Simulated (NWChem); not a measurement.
System: C$_{2}$H$_{5}$ cation

NWChem input:

```
start job
memory heap 200 mb stack 900 mb global 1100 mb
charge 1
geometry units angstroms
  C      0.710633    -0.120545     0.005820
  C     -0.651116     0.137070    -0.008187
  H      1.455724     0.666243    -0.086704
  H      1.097051    -1.131327     0.111080
  H     -1.144296    -0.368545     0.853973
  H     -0.957398     1.176124    -0.117148
  H     -1.160293    -0.539409    -0.732985
end
basis spherical
  * library 6-31g*
end
dft
  xc b3lyp
  iterations 150
end
driver
  maxiter 120
end
task dft optimize
task dft freq
```

B3LYP is NWChem's, with the RPA form of VWN correlation. The optimisation ended at a saddle point (imaginary frequency).

The level has its own optimisation; frequencies are unscaled. Brackets give each atom's bonded neighbours.

**Question.** Predict the main results of this run. (B3LYP/6-31G* (spherical d).) Quantities: r C–C (Å); r C–H [C(CHH)–H(C)] (Å); highest harmonic frequency (cm⁻¹); lowest (cm⁻¹); zero-point energy (kcal/mol).

**Answer.** 
```json
{
 "r C–C (Å)": "1.417",
 "r C–H [C(CHH)–H(C)] (Å)": "1.093",
 "highest harmonic frequency (cm⁻¹)": "3249",
 "lowest (cm⁻¹)": "-247",
 "zero-point energy (kcal/mol)": "37.5"
}
```
